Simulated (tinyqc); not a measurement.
Pariser-Parr-Pople SCF with singles CI, for the molecule C1=CC=C1 (SMILES; centres numbered as the heavy atoms are written), step by step. One step of it, computed by the program tinyqc.

Question. Iteration 2: Fock matrix. F_rr = H_rr + P_rr gamma_rr / 2 + sum_(s != r) P_ss gamma_rs; F_rs = H_rs - P_rs gamma_rs / 2; E = tr P (H + F) / 2 + core repulsion sum_(r<s) z_r z_s gamma_rs.

P after iteration 1, lower triangle:
```
          1C         2C        3C        4C
1C  0.584986
2C  0.732296   1.415014
3C  0.460908   0.265593  0.584986
4C  0.265593  -0.460908  0.732296  1.415014
```

core matrix H (eV), lower triangle:
```
            1C          2C          3C          4C
1C  -26.249286
2C   -2.390000  -26.249286
3C    0.000000   -2.390000  -26.249286
4C   -2.390000    0.000000   -2.390000  -26.249286
```

repulsion gamma_rs (eV), lower triangle:
```
           1C         2C         3C         4C
1C  11.130000
2C   5.345397  11.130000
3C   4.398492   5.345397  11.130000
4C   5.345397   4.398492   5.345397  11.130000
```

Centres (angstrom, eV; a flat drawing with bonds scaled to 1.40 angstrom):
```
centre          x          y  core charge z          W   gamma_rr
1C       0.990000   0.000000              1  11.160000  11.130000
2C       0.000000   0.990000              1  11.160000  11.130000
3C      -0.990000   0.000000              1  11.160000  11.130000
4C       0.000000  -0.990000              1  11.160000  11.130000
```

Give: F; pi energy.

Answer.

F (eV), lower triangle:
```
         1C       2C       3C       4C
1C  -5.2932
2C  -4.3472  -5.8968
3C  -1.0136  -3.0999  -5.2932
4C  -3.0999   1.0136  -4.3472  -5.8968
```

pi energy = -47.4783 eV
